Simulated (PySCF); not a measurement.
Dipole moment and polarisability of cyanic acid

Compound: cyanic acid, CHNO.
Atom-mapped SMILES: `[N:1]#[C:2][OH:3]` (hydrogens: H4 on O3)

Structure used (GFN2-xTB), in Å, numbered top down from 1:
```
atom  x, y, z in Å
N1     1.570   -0.263    0.036
C2     0.451   -0.045   -0.020
O3    -0.799    0.215   -0.023
H4    -1.212    0.097   -0.887
```

Level: CAM-B3LYP/def2-SVPD (PySCF), static field, nuclei fixed, core orbitals frozen in the response. The polarisability tensor in these axes (au):

```
x   29.61 -2.40  1.70
y   -2.40 16.60 -0.09
z    1.70 -0.09 17.25
```

**Question.** Diagonalise the tensor; give its mean and Δα, where Δα² is half the sum of the squared differences of the eigenvalues.

**Answer.** Principal values 16.12, 17.08 and 30.25 au; mean 21.15 au = 3.13 Å³ = 3.49 × 10⁻⁴⁰ C²·m²/J; Δα = 13.68 au (65 % of the mean).

**Question.** What is the dipole moment, and where does it point?

**Answer.** (-3.66, 0.35, -1.73) D, 4.06 D in size, pointing from the negative to the positive side. Measured along this direction, the outermost atoms are N1 at the negative end and H4 at the positive end.

**Question.** Molar refractivity from α?

**Answer.** Lorentz–Lorenz: R = (4π/3)N_A α = 2.5225 cm³/(mol·Å³) × 3.13 Å³ = 7.9 cm³/mol, in the limit of long wavelengths.

**Question.** Find the Langevin capture rate constant for H3+ (3.023 u) meeting this molecule (43.006 u), k = 2.342 × 10⁻⁹ cm³/s × √(α in Å³ / reduced mass in u).

**Answer.** The reduced mass is 2.82 u, so k = 2.47 × 10⁻⁹ cm³/s. The formula leaves out the permanent dipole, which adds to the capture rate.

**Question.** Traceless (Buckingham) quadrupole moment about the centre of nuclear charge: eigenvalues?

**Answer.** -5.27, 0.13, 5.14 D·Å. The values depend on the origin, since the dipole doesn't vanish. The electronic extent ⟨r²⟩ about the same centre is 127 bohr², a root-mean-square distance of 1.27 Å for the 22 electrons.

**Question.** What would n − 1 = 2πNα be for an ideal gas of these molecules at 298.15 K and 1 atm, electronic part alone?

**Answer.** N = p/kT = 2.4615 × 10¹⁹ cm⁻³, so n − 1 = 2π × N × 3.13 × 10⁻²⁴ cm³ = 485 × 10⁻⁶ at long wavelengths, for an ideal gas.

**Question.** How large is μ²/3kT at 500 K beside α?

**Answer.** In Gaussian units μ²/3kT = 79.61 Å³ against 3.13 Å³, a ratio of 25.40; the Debye molar polarisation (4π/3)N_A(α + μ²/3kT) is 208.7 cm³/mol, leaving out the vibrational part.

Geometry: GFN2-xTB; no solvent, vibrations or thermal averaging.

These values come from a run that also computed excited states. On an x86-64 server with one thread (shared host), this took 1.6 s.
